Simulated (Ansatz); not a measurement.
Reaction (SMILES): CCl (CH3-Cl) → Cl[CH2-] + H+
B3LYP-D3(BJ)/def2-TZVP geometries, fixed; electronic energies without zero-point terms.
Largest species:
```xyz
5

C      0.0082     0.0133    -1.1337
Cl    -0.0048    -0.0077     0.6605
H      0.0175     1.0478    -1.4634
H      0.8997    -0.5040    -1.4752
H     -0.8852    -0.4920    -1.4879
```
Charge 0, spin multiplicity 1.

Effect of the final integration grid (spheres per factor e of radius in core and valence, angular degree) at PBE/cc-pV(T+d)Z with Ansatz (a program for electronic structure), against the last row, where the deprotonation energy is 408.66 kcal/mol. The default's grid is 13, 11, 36.

```json
[
 {"setting": "accuracy: medium (default)", "largest shift of a total energy (mEh)": "0.000", "shift of the deprotonation energy (kcal/mol)": "0.000"},
 {"setting": "final_grid: 4, 3, 11", "largest shift of a total energy (mEh)": "3.316", "shift of the deprotonation energy (kcal/mol)": "-1.367"},
 {"setting": "final_grid: 6, 5, 17", "largest shift of a total energy (mEh)": "0.074", "shift of the deprotonation energy (kcal/mol)": "0.063"},
 {"setting": "final_grid: 8, 7, 23", "largest shift of a total energy (mEh)": "0.018", "shift of the deprotonation energy (kcal/mol)": "0.008"},
 {"setting": "final_grid: 10, 9, 29", "largest shift of a total energy (mEh)": "0.003", "shift of the deprotonation energy (kcal/mol)": "0.002"},
 {"setting": "final_grid: 18, 15, 47", "largest shift of a total energy (mEh)": "0.000", "shift of the deprotonation energy (kcal/mol)": "0.000"},
 {"setting": "final_grid: 26, 22, 59", "largest shift of a total energy (mEh)": "0.000", "shift of the deprotonation energy (kcal/mol)": "0.000"}
]
```

Within 0.05 kcal/mol in the deprotonation energy: accuracy: medium (default); final_grid: 8, 7, 23; final_grid: 10, 9, 29; final_grid: 18, 15, 47. The largest shift is 3.316 mEh in a total energy and 1.367 kcal/mol in the difference.
